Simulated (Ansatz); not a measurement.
**Al2H2 (singlet): from Hartree-Fock to the top rungs at scale of all distances = 1.000, 6-31G**

Aim: climb from Hartree-Fock through coupled cluster and multireference methods for Al2H2 (singlet) at one geometry and basis, and see what each rung misses.

Program: Ansatz 0.2.0, Gaussian basis. Level of theory: 6-31G, core rule «outside noble gas», up to 10 orbitals frozen. These are calculated values, not measurements.

The runs, in order: UHF; CCSD(T) on RHF; CCSD(T) on UHF; BCCD(T) on RHF; CISD; CCSDT(Q) on RHF; CCSDT(Q) on UHF; CISDTQ; CCSDTQ on RHF; CASSCF and MRCISD+Q, 2 electrons in 2 orbitals; CASSCF and NEVPT2, 2 electrons in 2 orbitals; CASSCF and MRCISD+Q, 8 electrons in 10 orbitals; CASSCF and NEVPT2, 8 electrons in 10 orbitals; Full CI.

8 further runs of the same task are left out: 6 that didn't finish, 2 set aside as unsound or not needed.

**1. The geometry**

The geometry derives from a PBE0/def2-TZVP stationary point (not a proven minimum). All distances are scaled together.

4 atoms, charge 0, spin multiplicity 1.

Atoms are counted from 1 here; the program's logs count them from 0.

Bond lengths: Al1–Al2 2.635 Å, Al1–H3 1.622 Å, Al2–H4 1.622 Å. Angles: Al2–Al1–H3 120.2°, Al1–Al2–H4 120.2°.

**2. UHF**

in.yaml

```yaml
crystal:
  periodic: [false, false, false]
  atoms:
    - {symbol: Al, position_ang: [0.000000, -0.153504, 1.308389]}
    - {symbol: Al, position_ang: [0.000000, 0.153504, -1.308389]}
    - {symbol: H, position_ang: [0.000000, 1.143898, 2.282516]}
    - {symbol: H, position_ang: [0.000000, -1.143898, -2.282516]}
basis:
  gaussian: {orbitals: 6-31G}
magnetization: {spin_polarized: true, initial_magnetization: 0}
hamiltonian: {xc: hf}
output: {orbitals: {seedname: orbitals}}
```

Started as:

```bash
ansatz run in.yaml --threads 1 --pin off --events-out ev --progress --plain --max-ram 2393MiB
```

Further steps of the session: CCSD(T) on RHF; CCSD(T) on UHF; BCCD(T) on RHF; CISD; CCSDT(Q) on RHF; CCSDT(Q) on UHF; CISDTQ; CCSDTQ on RHF; CASSCF and MRCISD+Q, 2 electrons in 2 orbitals; CASSCF and NEVPT2, 2 electrons in 2 orbitals; CASSCF and MRCISD+Q, 8 electrons in 10 orbitals; CASSCF and NEVPT2, 8 electrons in 10 orbitals; Full CI.

**Question.** What will the summary of the whole plan be? Wanted: FCI below the RHF energy; RMP2 from FCI; UMP2 from FCI; RCCSD from FCI; RCCSD(T) from FCI; UCCSD(T) from FCI; RCCSDT(Q) from FCI; UCCSDT(Q) from FCI; NEVPT2 pair from FCI.

**Answer**, as computed:

| quantity | value |
| --- | --- |
| FCI below the RHF energy | -2.8075 eV |
| RMP2 from FCI | +968.5 meV |
| UMP2 from FCI | +1072.2 meV |
| RCCSD from FCI | +105.6 meV |
| RCCSD(T) from FCI | +36.1 meV |
| UCCSD(T) from FCI | +57.2 meV |
| RCCSDT(Q) from FCI | +1.8 meV |
| UCCSDT(Q) from FCI | +1.9 meV |
| NEVPT2 pair from FCI | +706.0 meV |
| MRCISD+Q pair from FCI | +14.8 meV |
| NEVPT2 valence from FCI | +175.5 meV |
| levels within 1 kcal/mol (43 meV) | RCCSD(T), BCCD(T), RCCSDT, UCCSDT, CISDTQ, RCCSDT(Q), UCCSDT(Q), RCCSDTQ, MRCISD+Q pair, MRCISD valence, MRCISD+Q valence |
| T1 diagnostic | 0.030 |
| effectively unpaired electrons | 0.28 |

**Reading.** RCCSD(T) lands +36.1 meV from the yardstick (1.3 % of the correlation energy). CCSD(T) misses by +36.1 meV on the restricted determinant and by +57.2 meV on the unrestricted one; the two need not hold the same state or core. The occupations show some static correlation. Of the multireference levels listed MRCISD+Q valence comes nearest in total energy (+9.9 meV), which doesn't show that its space is the better one. These misses are within one basis, not against nature.
